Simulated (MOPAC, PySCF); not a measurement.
Energy landscape of BF₃, singlet: umbrella (inversion) coordinate, bond length relaxed. Scanned: angle between the B-F bonds and the threefold axis (90 = planar). Other coordinates (B-F bond length) were minimised at B3LYP/def2-TZVP.

Computed with: RHF/6-31G* = restricted Hartree-Fock/6-31G*, spherical d run with PySCF; PM3, restricted, heats of formation (MOPAC); RHF/3-21G = restricted Hartree-Fock/3-21G in PySCF 2.14.0; CCSD(T) on RHF/cc-pVDZ, 4 core orbitals frozen (PySCF).

Energies relative to the lowest point of each profile, in mEh; the last columns give the difference from CCSD(T):

| a / ° | RHF/6-31G* | PM3 | RHF/3-21G | CCSD(T) | RHF/6-31G* − CCSD(T) | PM3 − CCSD(T) | RHF/3-21G − CCSD(T) |
|---|---|---|---|---|---|---|---|
| 90 | 0.0 | 0.0 | 0.0 | 0.0 | 0.0 | 0.0 | 0.0 |
| 93 | 1.6 | 1.0 | 1.4 | 1.5 | 0.1 | -0.5 | -0.1 |
| 96 | 6.4 | 4.0 | 5.8 | 6.1 | 0.2 | -2.1 | -0.4 |
| 99 | 14.4 | 9.2 | 13.1 | 13.8 | 0.6 | -4.6 | -0.7 |
| 102 | 25.7 | 16.4 | 23.5 | 24.6 | 1.2 | -8.1 | -1.1 |
| 105 | 40.6 | 26.0 | 37.3 | 38.5 | 2.1 | -12.5 | -1.3 |
| 108 | 59.3 | 38.2 | 54.6 | 55.8 | 3.5 | -17.7 | -1.2 |
| 111 | 82.2 | 53.2 | 75.9 | 76.7 | 5.5 | -23.5 | -0.8 |
| 114 | 109.7 | 71.5 | 101.6 | 101.4 | 8.2 | -29.9 | 0.2 |
| 117 | 142.3 | 93.9 | 132.2 | 130.5 | 11.8 | -36.6 | 1.8 |
| 120 | 180.8 | 121.2 | 168.5 | 164.3 | 16.5 | -43.1 | 4.2 |
| 123 | 226.1 | 154.8 | 211.2 | 203.6 | 22.5 | -48.8 | 7.5 |
| 126 | 279.1 | 196.2 | 261.2 | 249.0 | 30.2 | -52.8 | 12.2 |
| 129 | 340.9 | 247.1 | 319.5 | 301.0 | 39.9 | -53.9 | 18.5 |
| 132 | 412.7 | 309.8 | 387.4 | 360.1 | 52.6 | -50.3 | 27.3 |

RHF/6-31G* is furthest from CCSD(T) at 132 (52.6 mEh, above); its mean absolute difference over the points is 13.0 mEh.

PM3 is furthest from CCSD(T) at 129 (-53.9 mEh, below); its mean absolute difference over the points is 25.6 mEh.

RHF/3-21G is furthest from CCSD(T) at 132 (27.3 mEh, above); its mean absolute difference over the points is 5.2 mEh.
